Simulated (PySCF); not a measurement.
phosphine (H₃P), SMILES P. Atoms are numbered in the order given.

```xyz
4

P      0.0000     0.0000     0.1290
H     -1.0308    -0.5951    -0.6451
H      0.0000     1.1902    -0.6451
H      1.0308    -0.5951    -0.6451
```
Charge 0, spin multiplicity 1.

The structure is a stationary point at PBE0-D3(BJ)/def2-TZVPD.

Two levels are set side by side: PBE/pcSseg-2 (PySCF) and PBE0/pcSseg-2 (PySCF). GIAO shifts against PH3 (³¹P), TMS (¹H) at the same level; non-relativistic, no solvent, atoms listed together averaged. Differences are taken from unrounded values.

```csv
quantity,PBE0
δ(³¹P) of P1 (ppm),-1.2
"δ(¹H) of H2, H3, H4 (ppm)",2.15
```

Problem. What does PBE give, and how far is it from PBE0? (The exact figures need the calculation; the answer reports its results.)

Solution. 
| quantity | PBE | PBE minus PBE0 |
|---|---|---|
| δ(³¹P) of P1 (ppm) | -1.2 | 0.0 |
| δ(¹H) of H2, H3, H4 (ppm) | 2.06 | -0.09 |

Rough cost on one machine, each run with all the roots and properties that it gave: PBE0 against PBE within a factor of 2.
